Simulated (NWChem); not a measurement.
# BH3S2 (SMILES SBS) at 5 levels

We compute a comparison of 5 runs (HF/6-31+G*, B3LYP/STO-3G, B3LYP/6-31G*, B2PLYP/def2-SVPD) of BH3S2. 

Program for the calculation: NWChem 7.3.0.

### Step 1. The molecule

BH3S2 has 6 atoms, charge 0, and is taken as a singlet. SMILES: `SBS`. The shape is that of a PBE0-D4/def2-TZVP optimisation. This is one conformer, not always the lowest.

Bond lengths: S1–B2 1.783 Å, B2–S3 1.787 Å, S1–H4 1.346 Å, B2–H5 1.190 Å, S3–H6 1.342 Å. Angles: S1–B2–S3 122.5°, S1–B2–H5 116.2°, S3–B2–H5 121.4°, B2–S1–H4 98.9°, B2–S3–H6 97.3°.

### Step 2. Energy and gradient at HF/6-31+G(d) (spherical functions) (run 1)

File mymol.xyz:

```xyz
6

S     -0.819900    -0.605200    -1.516500
B      0.091400    -0.453600     0.008900
S      0.333100     1.114800     0.829800
H     -1.145600     0.688100    -1.694600
H      0.535500    -1.462200     0.457500
H      1.047600     0.654100     1.868800
```

File run.py:

```python
from ase.io import read
from ase.calculators.nwchem import NWChem

atoms = read('mymol.xyz')

calc = NWChem(
    label='mymol',
    theory='scf',
    memory='2200 mb',
    basis='6-31+G*',
    basispar='spherical bse',
    scf={'nopen': '0', 'rhf': None, 'thresh': '1e-08', 'maxiter': '80', 'print': 'low'},
)
atoms.calc = calc

forces = atoms.get_forces()
print("Total energy (eV):", round(atoms.get_potential_energy(), 6))
print("forces (eV/A):")
for s, f in zip(atoms.symbols, forces):
    print(f"{s:2s} {f[0]:10.5f} {f[1]:10.5f} {f[2]:10.5f}")
```

Command:

```bash
$ export ASE_NWCHEM_COMMAND="nwchem PREFIX.nwi > PREFIX.nwo"
$ python run.py
```

What it wrote:

```text
Total energy (eV): -22354.1991
forces (eV/A):
S    -0.34751    0.48224   -0.43498
B     0.18450   -0.59480    0.13894
S     0.39405    0.12398    0.67620
H     0.05872   -0.48316   -0.03600
H    -0.05548    0.20512   -0.03456
H    -0.23423    0.26667   -0.30961
```

The calculator wrote mymol.nwi:

```
title "mymol"

permanent_dir mymol

scratch_dir mymol

start mymol

geometry units angstrom nocenter noautosym noautoz
  S  -8.1989999999999996e-01 -6.0519999999999996e-01 -1.5165000000000000e+00
  B  9.1399999999999995e-02 -4.5360000000000000e-01 8.8999999999999999e-03
  S  3.3310000000000001e-01 1.1148000000000000e+00 8.2979999999999998e-01
  H  -1.1456000000000000e+00 6.8810000000000004e-01 -1.6946000000000001e+00
  H  5.3549999999999998e-01 -1.4621999999999999e+00 4.5750000000000002e-01
  H  1.0476000000000001e+00 6.5410000000000001e-01 1.8688000000000000e+00
end

memory 2200 mb

basis spherical bse noprint
   * library 6-31+G*
end

scf
  nopen 0
  rhf
  thresh 1e-08
  maxiter 80
  print low
end

task scf gradient
```

mymol.nwo:

```text
Northwest Computational Chemistry Package (NWChem) 7.3.0
             --------------------------------------------------------

           Job information
           ---------------

    nwchem branch   = 7.3.0
    use scalapack   = T
    input           = mymol.nwi
    prefix          = mymol.
    data base       = mymol/mymol.db
    status          = startup
    nproc           =        1

           Memory information
           ------------------

    heap     =     72089596 doubles =      550.0 Mbytes
    stack    =     72089601 doubles =      550.0 Mbytes
    global   =    144179200 doubles =     1100.0 Mbytes (distinct from heap & stack)
    total    =    288358397 doubles =     2200.0 Mbytes
    verify   = yes
    hardfail = no

[... 38 lines left out ...]
            Nuclear Dipole moment (a.u.)
[... 65 lines left out ...]
       Final RHF  results
[... 2 lines left out ...]
         Total SCF energy =   -821.501671382969
      One-electron energy =  -1372.601766650729
      Two-electron energy =    431.331371325119
 Nuclear repulsion energy =    119.768723942641
[... 1 line left out ...]
        Time for solution =      9.2s

                              NWChem Gradients Module
                              -----------------------

                         RHF ENERGY GRADIENTS

    atom               coordinates                        gradient
                 x          y          z           x          y          z
   1 S      -1.549386  -1.143662  -2.865769    0.006758  -0.009378   0.008459
   2 B       0.172721  -0.857180   0.016819   -0.003588   0.011567  -0.002702
   3 S       0.629468   2.106667   1.568095   -0.007663  -0.002411  -0.013150
   4 H      -2.164870   1.300320  -3.202330   -0.001142   0.009396   0.000700
   5 H       1.011948  -2.763157   0.864550    0.001079  -0.003989   0.000672
   6 H       1.979677   1.236070   3.531520    0.004555  -0.005186   0.006021

 Task  times  cpu:       11.8s     wall:       11.8s
 Total times  cpu:       11.8s     wall:       11.8s
```

It took 13 s on 1 thread of Intel Xeon Platinum 8488C (Sapphire Rapids), shared host; peak memory 0.1 GiB.

### Step 3. Energy and forces at B3LYP/STO-3G (run 2)

File mol.xyz:

```xyz
6
BH3S2
S     -0.819900    -0.605200    -1.516500
B      0.091400    -0.453600     0.008900
S      0.333100     1.114800     0.829800
H     -1.145600     0.688100    -1.694600
H      0.535500    -1.462200     0.457500
H      1.047600     0.654100     1.868800
```

File mol.nw:

```
start mol
title "BH3S2"
memory stack 880 mb heap 220 mb global 1100 mb

geometry units angstrom noautosym nocenter noautoz
load mol.xyz
end

basis spherical bse
* library STO-3G
end

dft
xc b3lyp
grid xfine
convergence energy 1e-08
maxiter 100
mulliken
print low
end

task dft gradient
```

Command:

```bash
$ nwchem mol.nw > mol.out
```

What it wrote:

```text
[...]
 d= 0,ls=0.0,diis     1   -813.8915637078 -9.34D+02  5.83D-02  3.76D-01     0.7
[...]
 d= 0,ls=0.0,diis     8   -813.9652055359 -2.66D-09  1.02D-06  3.98D-10     4.2
         Total DFT energy =     -813.965205535855
      One electron energy =    -1367.065337260537
           Coulomb energy =      490.130377736073
    Exchange-Corr. energy =      -56.798969954031
 Nuclear repulsion energy =      119.768723942641
[...]
      Total Density - Mulliken Population Analysis
     ---------------------------------------------
    Atom       Charge   Shell Charges
 -----------   ------   -------------------------------------------------------
    1 S   16    15.91   2.00  2.00  5.95  1.87  4.10
    2 B    5     5.10   1.99  1.01  2.10
    3 S   16    15.93   2.00  2.00  5.95  1.87  4.11
    4 H    1     1.01   1.01
    5 H    1     1.05   1.05
    6 H    1     1.00   1.00
[...]
                         DFT ENERGY GRADIENTS
    atom               coordinates                        gradient
                 x          y          z           x          y          z
   1 S      -1.549386  -1.143662  -2.865769   -0.007865   0.013631  -0.009087
   2 B       0.172721  -0.857180   0.016819    0.000486   0.000519   0.000922
   3 S       0.629468   2.106667   1.568095    0.007225   0.004161   0.012900
   4 H      -2.164870   1.300320  -3.202330    0.001592  -0.011609  -0.000569
   5 H       1.011948  -2.763157   0.864550    0.004771  -0.011942   0.004517
   6 H       1.979677   1.236070   3.531520   -0.006210   0.005240  -0.008683
 Task  times  cpu:        5.1s     wall:        5.1s
 Total times  cpu:        5.1s     wall:        5.1s
```

Run time: 5.7 s. Hardware: 1 thread of Intel Xeon Platinum 8488C (Sapphire Rapids), shared host; peak memory 0.14 GiB.

Runs 3 to 4 aren't shown in full; the table further down has their settings and results.

### Step 4. The energy at B2PLYP/def2-SVPD (run 5)

File sp.xyz:

```xyz
6
BH3S2 energy
S     -0.819900    -0.605200    -1.516500
B      0.091400    -0.453600     0.008900
S      0.333100     1.114800     0.829800
H     -1.145600     0.688100    -1.694600
H      0.535500    -1.462200     0.457500
H      1.047600     0.654100     1.868800
```

File sp.nw:

```
START sp
TITLE "BH3S2 energy"
memory total 2200 mb
GEOMETRY units angstroms noautosym nocenter noautoz
load format xyz sp.xyz
END
BASIS "ao basis" spherical bse
S library def2-SVPD
B library def2-SVPD
H library def2-SVPD
END
DFT
xc hfexch 0.53 becke88 0.47 lyp 0.73 mp2 0.27
dftmp2 semidirect
grid fine
convergence energy 1e-08
iterations 100
mulliken
print medium
END
MP2
freeze core 11
END
TASK dft
```

Command:

```bash
$ nwchem sp.nw > sp.out
```

What it wrote:

```text
[...]
          Wavefunction type:  closed shell.
          No. of atoms     :     6
          No. of electrons :    40
[...]
          Charge           :     0
          Spin multiplicity:     1
[...]
          AO basis - number of functions:    98
[...]
              XC Information
              --------------
                     Hartree-Fock (Exact) Exchange  0.530
                    Becke 1988 Exchange Functional  0.470
              Lee-Yang-Parr Correlation Functional  0.730
[...]
 d= 0,ls=0.0,diis     1   -822.3581803362 -9.42D+02  6.98D-03  2.16D-01     1.8
[...]
 d= 0,ls=0.0,diis     8   -822.3973751495 -8.20D-09  1.64D-06  1.60D-08    12.2
         Total DFT energy =     -822.397375149514
      One electron energy =    -1372.355927544178
           Coulomb energy =      486.294050581242
    Exchange-Corr. energy =      -56.104222129219
 Nuclear repulsion energy =      119.768723942641
[...]
      Total Density - Mulliken Population Analysis
     ---------------------------------------------
    Atom       Charge   Shell Charges
 -----------   ------   -------------------------------------------------------
    1 S   16    16.45   2.00  1.99  1.25  0.53  0.09  5.93  1.81  2.57  0.17  0.06  0.05
    2 B    5     4.80   1.99  0.86  0.18 -0.21  1.56  0.31  0.08  0.02
    3 S   16    16.47   2.00  1.99  1.25  0.54  0.07  5.93  1.82  2.58  0.19  0.06  0.06
    4 H    1     0.81   0.72  0.02  0.03  0.04
    5 H    1     0.69   0.76 -0.08  0.01 -0.01
    6 H    1     0.79   0.71 -0.01  0.03  0.05
[...]
  Basis functions       =     98
[...]
```

It took 15 s on 1 thread of Intel Xeon Platinum 8488C (Sapphire Rapids), shared host; peak memory 0.24 GiB.

### Step 5. The series

```tsv
run	level	iteration cap	module	energy (Eh)	largest force (eV/Å)	wall time
1	HF/6-31+G* (spherical functions)	80	scf	-821.501671	0.792	13 s
2	B3LYP/STO-3G	100	dft	-813.965206	0.934	5.7 s
3	B3LYP/6-31G* (spherical functions)	100	dft	-823.080345	0.401	19 s
4	B3LYP/6-31G* (Cartesian functions)	100	dft	-823.086570	0.408	19 s
5	B2PLYP/def2-SVPD	100	dft	-822.523427	–	15 s
```

### Step 6. What came out

| quantity | value |
| --- | --- |
| run 5: total energy | -822.52343 Eh |
| run 5: dipole moment (SCF part) | 0.80 D |
| run 5: HOMO energy (SCF part's orbitals) | -8.54 eV |
| run 5: LUMO energy (SCF part's orbitals) | 0.34 eV |
| run 5: HOMO–LUMO gap (SCF part's orbitals) | 8.88 eV |

**Reading.** Over runs 3, 4, 5 the dipole moment (its size) runs from 0.80 D (B2PLYP/def2-SVPD) to 0.93 D (B3LYP/6-31G*). The two ends differ in method and basis. A double hybrid's value is that of its SCF part. Over runs 3, 4, 5 the HOMO–LUMO gap runs from 6.39 eV (B3LYP/6-31G*) to 8.88 eV (B2PLYP/def2-SVPD). Totals of different functionals can't be ranked against each other. In run 2 the basis is minimal, so the values are rough. All runs together took 71 s, the longest 19 s.
